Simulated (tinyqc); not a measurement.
Inside a calculation (part 2 of 2). Method: RHF in the sto-3g basis, for H2O, spin multiplicity 1. Computed by tinyqc, a small Python program that keeps every step (integrals from PySCF). Command: `OMP_NUM_THREADS=1 python tinyqc.py 20509 20510 out.jsonl` (the two numbers bound the seeds that draw the settings). One thread of a shared host (Intel(R) Xeon(R) Processor @ 2.60GHz), about 0.1 s of CPU time with the checks.

Geometry (angstrom):
```
atom         x          y         z
O     0.000000   0.000000  0.000000
H     0.000000   0.925000  0.750000
H     0.000000  -0.945000  0.766000
```

## Iteration 9 (converged): orbitals

converged F (hartree), order 1O 1s, 1O 2s, 1O 2px, 1O 2py, 1O 2pz, 2H 1s, 3H 1s:
```
[[-20.272829, -5.165731, 0.000000, -0.000407, -0.022788, -0.689795, -0.649925],
 [-5.165731, -2.397258, 0.000000, -0.003553, -0.048306, -0.684420, -0.655095],
 [0.000000, 0.000000, -0.390568, 0.000008, 0.000000, -0.000002, 0.000002],
 [-0.000407, -0.003553, 0.000008, -0.193065, -0.004609, -0.329884, 0.321758],
 [-0.022788, -0.048306, 0.000000, -0.004609, -0.233879, -0.303474, -0.296797],
 [-0.689795, -0.684420, -0.000002, -0.329884, -0.303474, -0.345087, -0.188062],
 [-0.649925, -0.655095, 0.000002, 0.321758, -0.296797, -0.188062, -0.326735]]
```

X, order 1O 1s, 1O 2s, 1O 2px, 1O 2py, 1O 2pz, 2H 1s, 3H 1s:
```
[[1.023247, -0.133129, 0.000000, -0.000278, -0.005847, 0.017047, 0.016357],
 [-0.133129, 1.115829, 0.000000, 0.003019, 0.052820, -0.186770, -0.176213],
 [0.000000, 0.000000, 1.000000, 0.000000, 0.000000, 0.000000, 0.000000],
 [-0.000278, 0.003019, 0.000000, 1.051636, 0.001532, -0.146147, 0.140524],
 [-0.005847, 0.052820, 0.000000, 0.001532, 1.029710, -0.105016, -0.099983],
 [0.017047, -0.186770, 0.000000, -0.146147, -0.105016, 1.095210, -0.050469],
 [0.016357, -0.176213, 0.000000, 0.140524, -0.099983, -0.050469, 1.087492]]
```

Diagonalise F' = X^T F X, C = X C', fill 5 alpha and 5 beta electrons from the bottom; D = 2 C_occ C_occ^T. Each column has its largest component positive (the first on a tie).

F' = X^T F X (hartree):
```
[[-19.901288, -2.675756, 0.000000, -0.001052, -0.048648, -0.059308, -0.051328],
 [-2.675756, -1.360324, 0.000000, 0.002584, 0.090091, -0.345764, -0.329141],
 [0.000000, 0.000000, -0.390568, 0.000009, 0.000000, -0.000004, 0.000004],
 [-0.001052, 0.002584, 0.000009, -0.023117, -0.000636, -0.355656, 0.347040],
 [-0.048648, 0.090091, 0.000000, -0.000636, -0.128532, -0.282942, -0.275002],
 [-0.059308, -0.345764, -0.000004, -0.355656, -0.282942, -0.039417, -0.053930],
 [-0.051328, -0.329141, 0.000004, 0.347040, -0.275002, -0.053930, -0.042788]]
```

orbital energies (hartree): [-20.280826, -1.183145, -0.502443, -0.425844, -0.390568, 0.403768, 0.493024]

coefficients C, order 1O 1s, 1O 2s, 1O 2px, 1O 2py, 1O 2pz, 2H 1s, 3H 1s:
```
[[0.994608, -0.243971, 0.005897, 0.084979, -0.000001, -0.095899, -0.011405],
 [0.022874, 0.919272, -0.030330, -0.429691, 0.000003, 0.543808, 0.068305],
 [0.000000, 0.000000, -0.000024, 0.000008, 1.000000, -0.000002, 0.000011],
 [0.000097, 0.003720, 0.615637, -0.026782, 0.000005, -0.085704, 0.871763],
 [0.002533, 0.061685, 0.032327, 0.725672, -0.000004, 0.739416, 0.077226],
 [-0.003912, 0.133104, 0.470310, 0.338995, 0.000016, -0.594802, -0.749642],
 [-0.003709, 0.126289, -0.443266, 0.382565, -0.000021, -0.721412, 0.605812]]
```

D after iteration 9, order 1O 1s, 1O 2s, 1O 2px, 1O 2py, 1O 2pz, 2H 1s, 3H 1s:
```
[[2.112046, -0.476437, 0.000000, 0.001086, 0.098656, -0.009567, -0.009207],
 [-0.476437, 2.062278, 0.000000, -0.007485, -0.512064, -0.075318, -0.069863],
 [0.000000, 0.000000, 2.000000, -0.000020, 0.000001, 0.000014, -0.000016],
 [0.001086, -0.007485, -0.000020, 0.759480, 0.001393, 0.561912, -0.565335],
 [0.098656, -0.512064, 0.000001, 0.001393, 1.062911, 0.538807, 0.542135],
 [-0.009567, -0.075318, 0.000014, 0.561912, 0.538807, 0.707682, -0.123921],
 [-0.009207, -0.069863, -0.000016, -0.565335, 0.542135, -0.123921, 0.717606]]
```

## Convergence

Stop when the energy changes by less than 1e-08 hartree and every element of the error matrix X^T (F D S - S D F) X is below 3e-05.

Course of the cycle:
```
iteration   E (hartree)     change  largest element of the error matrix
1          -70.59764392          -                             7.62e+00
2          -74.72639670  -4.13e+00                             3.26e-01
3          -74.87637673  -1.50e-01                             1.07e-01
4          -74.89237123  -1.60e-02                             2.19e-02
5          -74.89437743  -2.01e-03                             6.01e-03
6          -74.89450104  -1.24e-04                             2.38e-03
7          -74.89452051  -1.95e-05                             3.34e-04
8          -74.89452106  -5.49e-07                             5.86e-05
9          -74.89452107  -9.21e-09                             1.77e-05
```

PySCF RHF in the same basis = -74.89452107 hartree

Converged in 9 iterations.

## Populations, bond orders and dipole

overlap S, order 1O 1s, 1O 2s, 1O 2px, 1O 2py, 1O 2pz, 2H 1s, 3H 1s:
```
[[1.000000, 0.236704, 0.000000, 0.000000, 0.000000, 0.030978, 0.029176],
 [0.236704, 1.000000, 0.000000, 0.000000, 0.000000, 0.335502, 0.322088],
 [0.000000, 0.000000, 1.000000, 0.000000, 0.000000, 0.000000, 0.000000],
 [0.000000, 0.000000, 0.000000, 1.000000, 0.000000, 0.237530, -0.229985],
 [0.000000, 0.000000, 0.000000, 0.000000, 1.000000, 0.192592, 0.186422],
 [0.030978, 0.335502, 0.000000, 0.237530, 0.192592, 1.000000, 0.147004],
 [0.029176, 0.322088, 0.000000, -0.229985, 0.186422, 0.147004, 1.000000]]
```

Mulliken: Z minus the diagonal of D S on the atom; Loewdin: the same with S^(1/2) D S^(1/2); Mayer order: 2 sum_s sum (D(s) S)_ij (D(s) S)_ji over the two atoms.

Charges (e):
```
atom   Mulliken    Loewdin
1O    -0.191156  -0.143064
2H     0.098859   0.073684
3H     0.092297   0.069380
```

Mayer bond orders:
```
pair     order
2-1   0.984954
3-1   0.986208
3-2   0.005273
```

dipole moment about the origin, x y z (debye): [0.000000, 0.019683, 1.399729]
